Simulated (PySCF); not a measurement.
# Partners of hydrogen bromide

Gas-phase complexes of hydrogen bromide, each in one structure from a short search with a few starts, optimised by PBE0-D3(BJ)/def2-TZVPD; other ways of binding may lie lower. Energies in kcal/mol, wB97M-D3(BJ)/def2-TZVPD, counterpoise-corrected (PySCF): interaction is complex less parts frozen as they stand in it, binding adds what it costs to deform them. Contacts are written partner···hydrogen bromide; electrostatic, Pauli and orbital are terms of the uncorrected same energy, whose rest is dispersion or correlation.

2 other partners are left out, for which the search missed the form known or expected to bind best.

Frequency runs check only 3 of the 5 structures; these show no clear imaginary mode. 3 further partners within 0.25 kcal/mol of a listed one are not ranked.

(1) Order these partners of hydrogen bromide by binding energy, strongest first: acetonitrile, hydrogen cyanide, ethylene, bromide, ammonia.

## Answers

(1) bromide (-19.4), ammonia (-6.7), acetonitrile (-4.6), hydrogen cyanide (-3.6), ethylene (-2.7).
```json
{"partner": "bromide", "contact": "Br···H", "distance (Å)": "1.71", "binding": "-19.4", "interaction": "-36.0", "electrostatic": "-42.6", "Pauli": "72.6", "orbital": "-65.3"}
{"partner": "ammonia", "contact": "N···H", "distance (Å)": "1.45", "binding": "-6.7", "interaction": "-12.9", "electrostatic": "-37.8", "Pauli": "67.4", "orbital": "-41.6"}
{"partner": "acetonitrile", "contact": "N···H", "distance (Å)": "1.95", "binding": "-4.6", "interaction": "-4.8", "electrostatic": "-9.6", "Pauli": "11.4", "orbital": "-5.8"}
{"partner": "hydrogen cyanide", "contact": "N···H", "distance (Å)": "2.05", "binding": "-3.6", "interaction": "-3.7", "electrostatic": "-7.0", "Pauli": "7.7", "orbital": "-3.8"}
{"partner": "ethylene", "contact": "C···H", "distance (Å)": "2.40", "binding": "-2.7", "interaction": "-2.8", "electrostatic": "-4.9", "Pauli": "6.8", "orbital": "-3.5"}
```
